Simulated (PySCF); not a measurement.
Computed with PySCF and rigid-rotor harmonic-oscillator thermochemistry at 1 bar. The comparison is the NASA 1993 polynomial table, which mixes measured and estimated data. 6-31G* has spherical d functions here. All species are closed-shell singlets. B3LYP is the form with VWN-RPA correlation. The harmonic model lacks anharmonicity and excited electronic states, which grow with temperature; levels with a mode under 35 cm⁻¹ are left out. The table's entry may be an old estimate for CH2F2 (not checked at source).

Harmonic frequencies at B3LYP/6-31G* (cm⁻¹): 520, 1132, 1132, 1192, 1277, 1502, 1567, 3062, 3125. Point group C2v; S°(298 K) = 246.7 J/mol/K at this level.

### Question
Work out Cp and S° of gaseous CH2F2 at 500, 800, 1200, 1600, 2000 K from these, and set them beside the table.

### Answer
```csv
T (K),Cp B3LYP/6-31G*,Cp table,S° B3LYP/6-31G*,S° table
500,58.1,58.9,272.4,272.7
800,75.2,76.3,303.8,304.5
1200,88.0,88.2,337.0,338.0
1600,95.0,95.2,363.3,364.4
2000,99.0,99.7,385.0,386.2
```
Units J/mol/K.
